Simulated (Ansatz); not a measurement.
## Relative stability

The two ends of one reaction step of Si$_{2}$NH$_{9}$, closed shell (PBE0-D4/def2-TZVP).

A:

```xyz
12
angstrom
Si -1.2566 0.9386 -0.0213
N 0.3834 -1.5199 0.9512
H -2.0988 -0.2512 -0.3173
H -1.1110 1.0728 1.4530
H -2.0098 2.1365 -0.4973
H 1.2000 -2.0120 0.6098
Si 0.8258 0.7867 -1.0698
H 0.5558 -1.2806 1.9198
H -0.3924 -2.1705 0.9319
H 1.9352 0.8560 -0.0816
H 0.9474 -0.4724 -1.8518
H 1.0212 1.9163 -2.0268
```

B:

```tsv
atom	x (Å)	y (Å)	z (Å)
Si1	-1.6427	-0.0431	0.8538
N2	-0.4832	-1.2379	1.2824
H3	-2.9793	-0.6919	0.8599
H4	-1.7152	1.1515	1.7478
H5	-1.3208	0.4543	-0.5103
H6	1.0848	-0.6612	-1.9088
Si7	1.6588	0.6471	-1.5101
H8	0.4987	-1.0182	1.2304
H9	-0.6717	-1.8555	2.0554
H10	1.6740	0.7455	-0.0259
H11	3.0535	0.7550	-2.0093
H12	0.8433	1.7545	-2.0655
```

Program: Ansatz 0.2.0. Basis: def2-TZVPP. Cores are frozen in the correlated methods. B3LYP uses VWN-RPA correlation.

(1) Which structure is lower at CCSD(T), and by how much? (Judge from chemistry; the value comes from the calculation.)

The T1 diagnostic stays at or below 0.012.

Answers

(1) By the calculation: B, by 30.2 kJ/mol (electronic energy, against the other). By their contacts, A is a complex of Si₂H₆ ([SiH3][SiH3]) + NH₃ and B is a complex of SiNH₅ ([NH2][SiH3]) + SiH₄.

All methods give the same order:

| method | E(B) − E(A) (kJ/mol) |
| --- | --- |
| SPW92 | -9.1 |
| PBE-D4 | -10.2 |
| BLYP-D4 | -26.0 |
| r2SCAN-D4 | -23.0 |
| B97M-V | -21.4 |
| PBE0-D4 | -15.9 |
| B3LYP-D4 | -29.7 |
| r2SCAN0-D4 | -25.5 |
| BHLYP-D4 | -36.1 |
| CAM-B3LYP-D4 | -35.9 |
| wB97X-V | -28.4 |
| wB97M-V | -31.1 |
| B2PLYP | -35.8 |
| PBE-QIDH | -26.6 |
| RPA on PBE | -33.4 |
| HF | -54.2 |
| MP2 | -36.6 |
| CCSD | -33.5 |
| CCSD(T) | -30.2 |

Labels in which every atom is bracketed show which atoms are joined, not bond orders.

For scale, one of the runs: CCSD(T)/def2-TZVPP, 241 basis functions, launched by `ansatz run in.yaml --threads 4 --pin off --events-out ev --progress --plain --max-ram 9574MiB`. Time: 57 s of wall clock on 4 CPU threads of an Arm Neoverse V2; the host was shared. Peak host memory: 4.3 GiB.
